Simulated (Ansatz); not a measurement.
System: C4H3O, charge 0, multiplicity 2. SMILES: [c]1ccoc1
Structure (B3LYP-D3(BJ)/def2-TZVP (Ansatz, a first-principles code) minimum search):
```
C
C 1 1.3597
O 1 1.3623 2 111.31
C 3 1.3750 1 107.24 2 0.00
C 4 1.3449 3 107.67 1 0.00
H 4 1.0735 5 135.60 2 -180.00
H 2 1.0757 1 127.24 3 -180.00
H 1 1.0759 2 132.88 7 0.00
```
Charge 0, spin multiplicity 2.

Property: enthalpy of formation at 298 K, in kcal/mol. Set-up: 6-311+G** with 5d; 6-31G* and kin with 6d, 5d where marked; LANL2DZ all-electron up to Ne; non-relativistic; UHF or UKS for open shells; no spin-orbit coupling. First-principles rows: single points at B3LYP-D3(BJ) geometries (Ansatz), with unscaled harmonic terms from B3LYP/6-31G* at its own minima, enthalpies of formation by atomisation with measured atoms. A UHF reference is markedly spin-contaminated in at least one set, which strains HF and MP2.

```csv
level,program,enthalpy of formation at 298 K (kcal/mol)
HF/3-21G,Ansatz,370.5
HF/LANL2DZ,Ansatz,386.5
HF/6-31G*,Ansatz,320.3
HF/6-311+G**,Ansatz,324.1
```

No value to compare with is used here. The 4 habitual levels span 320.3 (HF/6-31G*) to 386.5 kcal/mol (HF/LANL2DZ).

The sets are all those run for this method; runs whose electronic state is in doubt are left out.
